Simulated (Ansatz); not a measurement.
# One shape, several levels: CH2ClF (chlorofluoromethane)

Aim: a comparison of 6 runs (HSE06/STO-3G, UPBE0/STO-3G, r2SCAN0/STO-3G, RPA@PBE/STO-3G, MP2/STO-3G, CCSDT/STO-3G) of CH2ClF (chlorofluoromethane). 

Program for the calculation: Ansatz 0.2.0.

70 further runs of the same task are left out: 2 that didn't finish, 68 set aside as unsound or not needed.

### 1 The molecule

The species is CH2ClF (5 atoms), meant as a singlet with charge 0. As SMILES, `FCCl`. The H4–C2 distance was set to 1.634 Å, away from the relaxed value. At this shape a bond of the SMILES string is far longer than usual.

Bond lengths: F1–C2 1.355 Å, C2–Cl3 1.766 Å, C2–H5 1.089 Å. Angles: F1–C2–Cl3 110.5°, F1–C2–H5 109.3°, Cl3–C2–H5 107.8°. A long bond or contact: C2–H4 1.634 Å.

### 2 The energy at HSE06/STO-3G (run 1)

File run.yaml:

```yaml
crystal:
  periodic: [false, false, false]
  atoms:
    - {symbol: F, position_ang: [-1.344744, 0.756485, 0.422737]}
    - {symbol: C, position_ang: [-0.290734, 0.285285, -0.285693]}
    - {symbol: Cl, position_ang: [-0.797264, -1.036925, -1.341823]}
    - {symbol: H, position_ang: [0.832130, -0.302600, 0.745580]}
    - {symbol: H, position_ang: [0.103426, 1.081635, -0.915843]}
basis:
  gaussian: {orbitals: STO-3G}
hamiltonian: {xc: {name: HSE06}}
accuracy: high
```

Command:

```bash
$ ansatz run run.yaml --threads 1 --pin off --max-ram 3480MiB --events-out events.jsonl --progress --plain --runs-dir runs
```

Log:

```text
Warning: RAYON_NUM_THREADS=1 ignored (pool sized by the plan → 1); use --threads N
Functional definition: HSE06
  name "HSE06"
  parameter a = 0.25
  parameter omega = 0.11/bohr
  exchange = pbe_x - a*pbe_x_sr(omega) + a*exact_x_sr(omega)
  correlation = pbe_c
374 factors; integrals over basis functions are off by at most 3.4e-8 eV
58 factors; integrals over basis functions are off by at most 1.1e-9 eV
mean field evaluation 1: about -16108.5083 eV, gradient 2.3e1 eV
mean field evaluation 2: about -16106.6541 eV, gradient 3.4e1 eV
mean field evaluation 4: about -16110.4048 eV, gradient 4.4e-1 eV
mean field evaluation 8: about -16110.3827 eV, gradient 2.6e-3 eV
mean field evaluation 16: about -16110.3827 eV, gradient 1.3e-8 eV
mean field -16110.38267475 eV, -592.0456432873 hartree, gradient 1.5e-8 eV, S^2 0.000000; 0 other end points of the search recorded, 0 dependent functions left out
reference -16110.38267635 eV, -592.0456433462 hartree; 17, 17 occupied and 4, 4 virtual orbitals, 374 factors
Total energy: -16110.38267635 eV, -592.0456433462 hartree
```

It took 1.4 s on 1 thread of Arm Neoverse V1, shared host; peak memory 0.095 GiB.

### 3 The energy at UPBE0/STO-3G (run 2)

File in.yaml:

```yaml
crystal:
  periodic: [false, false, false]
  atoms:
    - symbol: F
      position_ang: [-1.344744, 0.756485, 0.422737]
    - symbol: C
      position_ang: [-0.290734, 0.285285, -0.285693]
    - symbol: Cl
      position_ang: [-0.797264, -1.036925, -1.341823]
    - symbol: H
      position_ang: [0.832130, -0.302600, 0.745580]
    - symbol: H
      position_ang: [0.103426, 1.081635, -0.915843]
basis:
  gaussian:
    orbitals: STO-3G
magnetization:
  spin_polarized: true
hamiltonian:
  xc: pbe0
accuracy: high
```

Command:

```bash
$ ansatz run in.yaml --threads 1 --pin off --max-ram 3480MiB --events-out events.jsonl --progress --plain --runs-dir runs
```

Log:

```text
Warning: RAYON_NUM_THREADS=1 ignored (pool sized by the plan → 1); use --threads N
Functional definition: PBE0
  name "PBE0"
[... 1 set-up line as earlier in the session ...]
  parameter kappa = 0.804
  parameter beta = 0.06672455060314922
  exchange = (1 - a)*pbe_x(kappa = kappa, mu = beta*pi^2/3) + a*exact_x
  correlation = pbe_c(beta = beta)
374 factors; integrals over basis functions are off by at most 3.4e-8 eV
mean field evaluation 1: about -16108.6943 eV, gradient 1.7e1 eV
mean field evaluation 2: about -16107.3952 eV, gradient 2.3e1 eV
mean field evaluation 4: about -16110.7562 eV, gradient 1.9e-1 eV
mean field evaluation 8: about -16110.7358 eV, gradient 1.1e-3 eV
mean field -16110.73583070 eV, -592.0586215292 hartree, gradient 3.0e-8 eV, S^2 0.000000; 0 other end points of the search recorded, 0 dependent functions left out
reference -16110.73583190 eV, -592.0586215734 hartree; 17, 17 occupied and 4, 4 virtual orbitals, 374 factors
Total energy: -16110.73583190 eV, -592.0586215734 hartree
```

Wall time 1.9 s (1 thread of Arm Neoverse V1, shared host); peak memory 0.13 GiB.

Run 3 isn't shown in full; the table further down has it.

### 4 The energy at RPA@PBE/STO-3G (run 4)

Changes to in.yaml since step 3:

```diff
@@ -16,6 +16,7 @@
     orbitals: STO-3G
-magnetization:
-  spin_polarized: true
 hamiltonian:
-  xc: pbe0
+  xc: {name: PBE}
+correlation:
+  method: rpa
+  frozen_orbitals: {C: 1, Cl: 5, F: 1, H: 0}
 accuracy: high
```

Command:

```bash
$ ansatz run in.yaml --threads 1 --pin off --max-ram 3480MiB --events-out events.jsonl --progress --plain --runs-dir runs
```

Log:

```text
Warning: RAYON_NUM_THREADS=1 ignored (pool sized by the plan → 1); use --threads N
Functional definition: PBE
  name "PBE"
[... 2 set-up lines as earlier in the session ...]
  exchange = pbe_x(kappa = kappa, mu = beta*pi^2/3)
[... 1 set-up line as earlier in the session ...]
374 factors; integrals over basis functions are off by at most 3.4e-8 eV
mean field evaluation 1: about -16106.7543 eV, gradient 2.1e1 eV
mean field evaluation 2: about -16106.6791 eV, gradient 2.1e1 eV
mean field evaluation 4: about -16108.3255 eV, gradient 1.9e0 eV
mean field evaluation 8: about -16108.3446 eV, gradient 7.9e-2 eV
mean field evaluation 16: about -16108.3446 eV, gradient 1.3e-7 eV
mean field -16108.34462255 eV, -591.9707462504 hartree, gradient 1.6e-8 eV, S^2 0.000000; 0 other end points of the search recorded, 0 dependent functions left out
7 core orbitals not correlated: weight in the atoms' cores, before any rotation towards them, 1.000 or more for the frozen orbitals, at most 0.000 for the correlated occupied ones
reference -16082.84072216 eV, -591.0334951985 hartree; 10, 10 occupied and 4, 4 virtual orbitals, 374 factors
Total energy: -16088.73060980 eV, -591.2499445768 hartree
```

Run time: 1.9 s. Hardware: 1 thread of Arm Neoverse V1, shared host; peak memory 0.097 GiB.

Run 5 isn't shown in full; the table further down has it.

### 5 The energy at CCSDT/STO-3G (run 6)

File job.yaml:

```yaml
crystal:
  periodic: [false, false, false]
  atoms:
    - {symbol: F, position_ang: [-1.344744, 0.756485, 0.422737]}
    - {symbol: C, position_ang: [-0.290734, 0.285285, -0.285693]}
    - {symbol: Cl, position_ang: [-0.797264, -1.036925, -1.341823]}
    - {symbol: H, position_ang: [0.832130, -0.302600, 0.745580]}
    - {symbol: H, position_ang: [0.103426, 1.081635, -0.915843]}
basis:
  gaussian: {orbitals: STO-3G}
correlation: {method: ccsdt, frozen_orbitals: {C: 1, Cl: 5, F: 1, H: 0}}
accuracy: high
scf: {omitted_lower_state_checks: [cluster_reference, increment]}
```

Command:

```bash
$ ansatz run job.yaml --threads 1 --pin off --max-ram 3480MiB --events-out events.jsonl --progress --plain --runs-dir runs
```

Log:

```text
Warning: RAYON_NUM_THREADS=1 ignored (pool sized by the plan → 1); use --threads N
[... 11 lines left out ...]
7 core orbitals not correlated: weight in the atoms' cores, before any rotation towards them, 1.000 or more for the frozen orbitals, at most 0.000 for the correlated occupied ones
[... 28 lines left out ...]
Total energy: -16087.27342846 eV, -591.1963941504 hartree
Checks for a lower state left out: cluster_reference, increment
```

Run time: 0.38 s. Hardware: 1 thread of Arm Neoverse V1, shared host.

### 6 All runs side by side

```
run           level  frozen core orbitals  energy (Eh)  wall time
  1    HSE06/STO-3G                     –  -592.045643      1.4 s
  2    UPBE0/STO-3G                     –  -592.058622      1.9 s
  3  r2SCAN0/STO-3G                     –  -592.265027      2.7 s
  4  RPA@PBE/STO-3G                     7  -591.249945      1.9 s
  5      MP2/STO-3G                     7  -591.156667     0.14 s
  6    CCSDT/STO-3G                     7  -591.196394     0.38 s
```

### 7 Summary of results

```
                                          quantity          value
                               run 6: total energy  -591.19639 Eh
run 6: correlation energy (7 core orbitals frozen)     -139.1 mEh
                              run 6: T1 diagnostic          0.009
```

Totals of different functionals can't be ranked against each other. In runs 5, 6 the log says that unrestricted orbitals would lower the reference, so the values rest on an unstable closed-shell determinant (other closed-shell runs at this shape may share the fault). In runs 1, 2, 3, 4, 5, 6 the basis is minimal, so the values are rough. All runs together took 8.4 s, the longest 2.7 s.
